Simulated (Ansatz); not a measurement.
`[MgH][Cl]` + H₂S → `[MgH][SH]` + HCl at 500 K and 1 bar (ligand exchange at a Mg–Cl bond).

Program: Ansatz. Geometries: PBE0-D4/def2-TZVP. ΔE: electronic, gas phase. CCSD(T)/CBS adds triple-zeta CCSD(T) − MP2 to the extrapolated MP2 energy (def2 sets, frozen cores). This one scheme is used for every species. For Mg outer-core shells are correlated without core-valence functions, which leaves a few kJ/mol of doubt a bond.

```json
{"species": "`[MgH][Cl]`", "CCSD(T)/CBS energy (Eh)": "-660.33122", "H − E (kJ/mol)": "38.4", "S (J/(mol·K))": "266.3"}
{"species": "H₂S", "CCSD(T)/CBS energy (Eh)": "-398.97279", "H − E (kJ/mol)": "57.0", "S (J/(mol·K))": "224.0"}
{"species": "`[MgH][SH]`", "CCSD(T)/CBS energy (Eh)": "-598.89578", "H − E (kJ/mol)": "61.3", "S (J/(mol·K))": "296.9"}
{"species": "HCl", "CCSD(T)/CBS energy (Eh)": "-460.38127", "H − E (kJ/mol)": "32.5", "S (J/(mol·K))": "201.9"}
```

H − E and S are ideal-gas, rigid-rotor, harmonic terms from PBE0-D4/def2-TZVP. 1 Eh = 2625.50 kJ/mol, R = 8.31446 J/(mol·K).

Task: By hand: ΔE, ΔH, ΔS and ΔG.

Result: ΔE = (-598.89578) + (-460.38127) − (-660.33122) − (-398.97279) = 0.02696 Eh = 70.8 kJ/mol. Δ(H − E) = 61.3 + 32.5 − 38.4 − 57.0 = -1.6, so ΔH = 69.2 kJ/mol. ΔS = 296.9 + 201.9 − 266.3 − 224.0 = 8.5 J/(mol·K). ΔG = 69.2 − 500 × (8.5)/1000 = 65.0 kJ/mol.

Task: By hand: the equilibrium constant, and the temperature at which ΔG would vanish if ΔH and ΔS stayed fixed.

Result: log₁₀ K = −ΔG/(RT ln 10) = -6.8. ΔG = 0 at ΔH/ΔS = 8141 K, far beyond where these terms or the molecules hold.

The number of gas molecules stays the same, so ΔS is small and ΔH decides. A doubt of 5 kJ/mol in ΔE shifts log₁₀ K by 0.5 here. These are equilibria of isolated gas molecules and say nothing of rates. Largest T1 diagnostic: 0.009 (customary marks: 0.02 for closed shells, 0.045 for open ones).
